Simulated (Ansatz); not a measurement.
Two isomers of C4H7N: A = `CC=C=CN`, B = `CC#CNC`.

Isolated molecules relaxed with PBE0-D4/def2-TZVP in Ansatz; ΔE leaves out vibrations. CCSD(T)/CBS is the MP2 limit (def2-TZVPP, def2-QZVPP) plus CCSD(T) − MP2 in def2-TZVPP, frozen cores. DFT in def2-TZVPP. B3LYP here is the variant with VWN-RPA as its local correlation; programs differ in this. Each species was taken in one conformer, which may not be the lowest.

A:

```xyz
12

C     1.2089    0.0824   -1.7593
C     0.0883    0.6891   -0.9713
C    -0.2019    0.4068    0.2678
C    -0.5199    0.1696    1.5137
N    -1.4888   -0.7311    1.9701
H     0.8275   -0.4223   -2.6525
H     1.9022    0.8560   -2.1039
H     1.7655   -0.6404   -1.1625
H    -0.5209    1.4277   -1.4959
H    -0.0539    0.7590    2.3001
H    -1.2277   -1.2002    2.8244
H    -1.7792   -1.3966    1.2694
```

B:

```xyz
12

C     0.653    0.396    2.471
C     0.524    0.253    1.032
C     0.431    0.134   -0.163
N     0.329   -0.061   -1.489
C    -0.932   -0.570   -1.998
H     0.909    1.423    2.743
H    -0.291    0.155    2.969
H     1.424   -0.262    2.883
H     0.718    0.689   -2.041
H    -0.836   -0.751   -3.069
H    -1.774    0.113   -1.825
H    -1.155   -1.519   -1.510
```

Which is lower in electronic energy at CCSD(T)/CBS, and by how much? (An estimate is asked.)

Ansatz gave: A, by 37.1 kJ/mol.

Give E(B) − E(A) in kJ/mol with B2PLYP, B3LYP-D4, PBE0-D4, MP2/def2-TZVPP, PBE-D4, CCSD(T)/def2-TZVPP, B3LYP. (Estimate.)

Computed: B2PLYP 34.1, B3LYP-D4 41.9, PBE0-D4 41.6, MP2/def2-TZVPP 25.3, PBE-D4 48.0, CCSD(T)/def2-TZVPP 36.6, B3LYP 40.6. None reverses the order clearly.

Largest T1 diagnostic: 0.012.

From PBE to PBE0 (25 % exact exchange), in def2-TZVPP and without D4, E(B) − E(A) moves by −6.3 kJ/mol.
